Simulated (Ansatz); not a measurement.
Geometry optimisation, RKS PBE0-D4/def2-SVP in Ansatz 0.2.0.

Input:

```yaml
crystal:
  periodic: [false, false, false]
  atoms:
    - { symbol: B, position_ang: [-0.016221, -0.203205, 0.179511] }
    - { symbol: O, position_ang: [-0.265009, -0.62889, 1.469122] }
    - { symbol: H, position_ang: [-1.200818, -0.795783, 1.625886] }
    - { symbol: H, position_ang: [1.140165, -0.0031, -0.102796] }
    - { symbol: H, position_ang: [-0.915001, -0.140538, -0.628959] }
    - { symbol: S, position_ang: [-0.057865, 2.677584, 1.299719] }
    - { symbol: H, position_ang: [1.281832, 2.61566, 1.15212] }
    - { symbol: H, position_ang: [-0.074782, 1.506572, 2.026097] }
basis:
  gaussian: { orbitals: def2-SVP }
hamiltonian:
  xc: pbe0
  dispersion: d4
relax:
  f_tol: 0.03
  max_steps: 50
```

Command:

```bash
$ ansatz run input.yaml --threads 1 --pin off --max-ram 2048MiB --backend cpu --events-out ev --progress --plain --runs-dir out
```

**Question.** Where does it end, and by what steps?

**Answer.** The run converged. The force dipped under the threshold on the way, but the program's further checks kept it going. After 28 steps the energy has fallen by 0.067 eV; H8 moved furthest, 0.84 Å.

```json
{"step": "0", "energy less start (eV)": "0.0000", "largest force component (eV/Å)": "0.814", "accepted": "yes"}
{"step": "1", "energy less start (eV)": "-0.0420", "largest force component (eV/Å)": "0.554", "accepted": "yes"}
{"step": "2", "energy less start (eV)": "-0.0114", "largest force component (eV/Å)": "0.897", "accepted": "no"}
{"step": "3", "energy less start (eV)": "-0.0472", "largest force component (eV/Å)": "0.405", "accepted": "yes"}
{"step": "4", "energy less start (eV)": "-0.0545", "largest force component (eV/Å)": "0.068", "accepted": "yes"}
{"step": "5", "energy less start (eV)": "-0.0554", "largest force component (eV/Å)": "0.058", "accepted": "yes"}
{"step": "6", "energy less start (eV)": "-0.0443", "largest force component (eV/Å)": "0.737", "accepted": "no"}
{"step": "7", "energy less start (eV)": "-0.0586", "largest force component (eV/Å)": "0.176", "accepted": "yes"}
{"step": "8", "energy less start (eV)": "-0.0607", "largest force component (eV/Å)": "0.219", "accepted": "yes"}
{"step": "9", "energy less start (eV)": "-0.0562", "largest force component (eV/Å)": "0.387", "accepted": "no"}
{"step": "10", "energy less start (eV)": "-0.0637", "largest force component (eV/Å)": "0.030", "accepted": "yes"}
{"step": "11", "energy less start (eV)": "-0.0631", "largest force component (eV/Å)": "0.050", "accepted": "no"}
{"step": "12", "energy less start (eV)": "-0.0639", "largest force component (eV/Å)": "0.016", "accepted": "yes"}
{"step": "13", "energy less start (eV)": "-0.0643", "largest force component (eV/Å)": "0.018", "accepted": "yes"}
{"step": "14", "energy less start (eV)": "-0.0647", "largest force component (eV/Å)": "0.041", "accepted": "yes"}
{"step": "15", "energy less start (eV)": "-0.0649", "largest force component (eV/Å)": "0.058", "accepted": "yes"}
{"step": "16", "energy less start (eV)": "-0.0640", "largest force component (eV/Å)": "0.215", "accepted": "no"}
{"step": "17", "energy less start (eV)": "-0.0654", "largest force component (eV/Å)": "0.048", "accepted": "yes"}
{"step": "18", "energy less start (eV)": "-0.0657", "largest force component (eV/Å)": "0.102", "accepted": "yes"}
{"step": "19", "energy less start (eV)": "-0.0660", "largest force component (eV/Å)": "0.066", "accepted": "yes"}
{"step": "20", "energy less start (eV)": "-0.0663", "largest force component (eV/Å)": "0.037", "accepted": "yes"}
{"step": "21", "energy less start (eV)": "-0.0662", "largest force component (eV/Å)": "0.163", "accepted": "no"}
{"step": "22", "energy less start (eV)": "-0.0668", "largest force component (eV/Å)": "0.020", "accepted": "yes"}
{"step": "23", "energy less start (eV)": "-0.0660", "largest force component (eV/Å)": "0.229", "accepted": "no"}
{"step": "24", "energy less start (eV)": "-0.0671", "largest force component (eV/Å)": "0.035", "accepted": "yes"}
{"step": "25", "energy less start (eV)": "-0.0671", "largest force component (eV/Å)": "0.109", "accepted": "yes"}
{"step": "26", "energy less start (eV)": "-0.0673", "largest force component (eV/Å)": "0.059", "accepted": "yes"}
{"step": "27", "energy less start (eV)": "-0.0673", "largest force component (eV/Å)": "0.057", "accepted": "no"}
{"step": "28", "energy less start (eV)": "-0.0674", "largest force component (eV/Å)": "0.030", "accepted": "yes"}
```

```xyz
8
Properties=species:S:1:pos:R:3
B -0.004 -0.244 0.277
O -0.454 -0.939 1.347
H -1.404 -1.087 1.319
H 1.191 -0.056 0.222
H -0.745 0.061 -0.635
S -0.160 2.562 1.371
H 0.998 2.732 0.697
H 0.471 1.999 2.423
```

The run took 64 s on 1 thread of Arm Neoverse V1 (shared host), peak memory 0.14 GiB.
